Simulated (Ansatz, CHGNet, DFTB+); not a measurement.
**Ladder of methods for the lattice parameter a of fcc Pt**

Reference value: 3.913 Å (measured, static lattice: zero-point anharmonic expansion removed; as tabulated in Mejia-Rodriguez and Trickey (2018), arXiv:1807.09216).

**Question.** What do GFN1-xTB as cut by DFTB+, CHGNet 0.3.0, PBE, PBE-D3(BJ), r²SCAN-D4 give, and how far is each from the reference?

**Answer.** 
| level (code) | value (Å) | error (%) |
|---|---|---|
| GFN1-xTB as cut by DFTB+ | 4.108 | +4.98 |
| CHGNet 0.3.0 | 3.976 | +1.61 |
| PBE (Ansatz) | 3.970 | +1.46 |
| PBE-D3(BJ) (Ansatz) | 3.930 | +0.43 |
| r²SCAN-D4 (Ansatz) | 3.931 | +0.46 |

Once the reference is moved by up to 0.10 % (a margin picked here for doubts on the reference and the settings) and values within 0.10 % count as equal, the nearest can be PBE-D3(BJ) (+0.43 %) or r²SCAN-D4 (+0.46 %). Among them GFN1-xTB as cut by DFTB+ (+4.98 %) misses by most. Within 2 %: CHGNet 0.3.0, PBE, PBE-D3(BJ), r²SCAN-D4. All 5 levels lie above the reference.

The crystal itself was run without spin with PBE, PBE-D3(BJ), r²SCAN-D4; a magnetic state was not tried in these runs. Density-functional levels without +SOC have no spin–orbit coupling. GFN1-xTB as cut by DFTB+: the method was fitted mainly to molecules. GFN1-xTB as cut by DFTB+: codes differ in how they cut the long-range tail of xTB's charge interaction in a crystal, so the value belongs to this code. Cutoffs and k meshes differ between the levels. Ansatz's density-functional and Hartree–Fock values are scalar-relativistic unless marked +SOC, with PAW data made under PBE.

Machine-learned potentials (CHGNet 0.3.0) are trained on DFT data: a solid inside that data is no test of them.

Differences are worked out from the printed values.

Ansatz is a first-principles code.
